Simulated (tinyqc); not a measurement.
ROHF in the sto-6g basis, for CH, spin multiplicity 4, step by step (part 2 of 2). Computed by tinyqc, a small Python program that keeps every step (integrals from PySCF). Command: `OMP_NUM_THREADS=1 python tinyqc.py 22692 22693 out.jsonl` (the two numbers bound the seeds that draw the settings). One thread of a shared host (Intel(R) Xeon(R) Processor @ 2.60GHz), about 0.1 s of CPU time with the checks.

Geometry (angstrom):
```
atom,x,y,z
C,0.000000,0.000000,0.000000
H,0.000000,0.000000,1.489000
```

## Iteration 11 (converged): orbitals

converged F (hartree), lower triangle:
```
,1C 1s,1C 2s,1C 2px,1C 2py,1C 2pz,2H 1s
1C 1s,-11.055715
1C 2s,-2.823946,-1.127662
1C 2px,0.000000,0.000000,0.039510
1C 2py,0.000000,0.000000,0.000000,0.039510
1C 2pz,-0.013506,-0.083738,0.000000,0.000000,-0.002318
2H 1s,-0.314031,-0.420679,0.000000,0.000000,-0.352398,-0.272373
```

X:
```
,1,2,3,4,5,6
1C 1s,0.349570,0.735267,0.000000,0.000000,0.578095,0.262078
1C 2s,-0.750253,-0.495478,0.000000,0.000000,0.398760,0.456690
1C 2px,0.000000,0.000000,-0.076338,0.997082,0.000000,0.000000
1C 2py,0.000000,0.000000,0.997082,0.076338,0.000000,0.000000
1C 2pz,-0.612152,0.571152,0.000000,0.000000,-0.547285,0.350281
2H 1s,0.883392,-0.315975,0.000000,0.000000,-0.269343,0.526882
```

Diagonalise F' = X^T F X, C = X C', fill 5 alpha and 2 beta electrons from the bottom; D(s) = C_occ C_occ^T. Each column has its largest component positive (the first on a tie).

F' = X^T F X (hartree), lower triangle:
```
,1,2,3,4,5,6
1,-0.044240
2,-1.454044,-4.046690
3,0.000000,0.000000,0.039510
4,0.000000,0.000000,0.000000,0.039510
5,-1.259955,-4.449142,0.000000,0.000000,-5.067105
6,-0.731764,-2.416887,0.000000,0.000000,-2.848761,-2.194957
```

orbital energies (hartree): MO1 -11.057577, MO2 -0.588926, MO3 -0.160516, MO4 0.039510, MO5 0.039510, MO6 0.454027

coefficients C:
```
,MO1,MO2,MO3,MO4,MO5,MO6
1C 1s,0.996560,-0.191154,-0.171970,0.000000,0.000000,-0.080316
1C 2s,0.013954,0.691173,0.729111,0.000000,0.000000,0.407964
1C 2px,0.000000,0.000000,0.000000,0.990207,-0.139610,0.000000
1C 2py,0.000000,0.000000,0.000000,0.139610,0.990207,0.000000
1C 2pz,0.001775,0.231477,-0.548275,0.000000,0.000000,0.876911
2H 1s,-0.001586,0.484683,-0.482300,0.000000,0.000000,-0.873406
```

D(alpha) after iteration 11, lower triangle:
```
,1C 1s,1C 2s,1C 2px,1C 2py,1C 2pz,2H 1s
1C 1s,1.059245
1C 2s,-0.243600,1.009519
1C 2px,0.000000,0.000000,1.000000
1C 2py,0.000000,0.000000,0.000000,1.000000
1C 2pz,0.051807,-0.239738,0.000000,0.000000,0.354190
2H 1s,-0.011289,-0.016673,0.000000,0.000000,0.376623,0.467533
```

D(beta) after iteration 11, lower triangle:
```
,1C 1s,1C 2s,1C 2px,1C 2py,1C 2pz,2H 1s
1C 1s,1.029671
1C 2s,-0.118214,0.477915
1C 2px,0.000000,0.000000,0.000000
1C 2py,0.000000,0.000000,0.000000,0.000000
1C 2pz,-0.042479,0.160016,0.000000,0.000000,0.053585
2H 1s,-0.094230,0.334978,0.000000,0.000000,0.112190,0.234920
```

Within a degenerate level the vectors are fixed only up to a rotation; this is one choice.

## Convergence

Stop when the energy changes by less than 1e-09 hartree and every element of the error matrix X^T (F D S - S D F) X is below 9e-06.

Course of the cycle:
```
iteration,E (hartree),change,largest element of the error matrix
1,-37.58243529,-,4.22e-01
2,-38.01960579,-4.37e-01,1.58e-01
3,-38.08137008,-6.18e-02,5.53e-02
4,-38.08677437,-5.40e-03,1.44e-02
5,-38.08876028,-1.99e-03,9.68e-03
6,-38.09155991,-2.80e-03,5.08e-03
7,-38.09168657,-1.27e-04,2.29e-03
8,-38.09175873,-7.22e-05,6.81e-04
9,-38.09176568,-6.94e-06,1.06e-04
10,-38.09176586,-1.82e-07,1.09e-06
11,-38.09176586,-5.70e-12,5.33e-08
```

PySCF ROHF in the same basis = -38.09176586 hartree

Converged in 11 iterations.

## Populations, bond orders and dipole

overlap S, lower triangle:
```
,1C 1s,1C 2s,1C 2px,1C 2py,1C 2pz,2H 1s
1C 1s,1.000000
1C 2s,0.243228,1.000000
1C 2px,0.000000,0.000000,1.000000
1C 2py,0.000000,0.000000,0.000000,1.000000
1C 2pz,0.000000,0.000000,0.000000,0.000000,1.000000
2H 1s,0.025896,0.291517,0.000000,0.000000,0.316389,1.000000
```

Mulliken: Z minus the diagonal of D S on the atom; Loewdin: the same with S^(1/2) D S^(1/2); Mayer order: 2 sum_s sum (D(s) S)_ij (D(s) S)_ji over the two atoms.

Charges (e):
```
atom,Mulliken,Loewdin,Mulliken spin
1C,-0.052833,-0.045035,2.784087
2H,0.052833,0.045035,0.215913
```

Mayer bond orders:
```
pair,order
2-1,0.950590
```

dipole moment about the origin, x y z (debye): 0.000000  0.000000  0.176218
